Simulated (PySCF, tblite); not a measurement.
**Question.** Give a GFN2-xTB geometry of `C1(C=[C]C1=C)=C` [radical]. (Doublet state.)

**Answer.** 
```xyz
11
C6H5 angstrom
C      1.6912   -0.8412   -0.6135
C      0.8757    0.1027   -0.1912
C      0.9260    1.5367    0.1363
C     -0.3692    1.6504    0.4776
C     -0.5680    0.2167    0.1873
C     -1.5832   -0.6275    0.2354
H      1.3454   -1.8498   -0.7681
H      2.7292   -0.6432   -0.8201
H     -1.0188    2.4287    0.8198
H     -1.4596   -1.6612   -0.0381
H     -2.5633   -0.3098    0.5486
```

Any rigid rotation of these coordinates is as good. Atoms count from 1 in this order. The 6 C–C bonds span 1.317 Å (C1=C2, drawn double) to 1.497 Å (C2–C5, drawn single), a spread of 0.180 Å. The 4-membered ring C2–C3–C4–C5 has internal angles of 84.4° to 96.1° (sum 360°, against 360° for a flat polygon); it is planar, 0.00 Å rms from its mean plane, widest ring torsion 0°. C1 (carbon bonded to C and 2 H) is planar (angles 121.8°, 121.2° and 117.0°, sum 360.0°, 0.00 Å off the plane of its three neighbours). C5 (carbon bonded to 3 C) is planar (angles 135.8°, 134.6° and 89.6°, sum 360.0°, 0.00 Å off the plane of its three neighbours).

Bonds between heavy atoms (Å): C1=C2 1.317, C2–C3 1.472, C3=C4 1.344, C4–C5 1.476, C5=C6 1.321, C2–C5 1.497.

Structure optimised with GFN2-xTB, isolated species. This method treats the open shell by occupation alone, without spin polarisation.

Point group: Cs (tolerance 0.08 Å). Its GFN2-xTB frequencies are all real (lowest 116 cm⁻¹).

All values are computed, not measured.
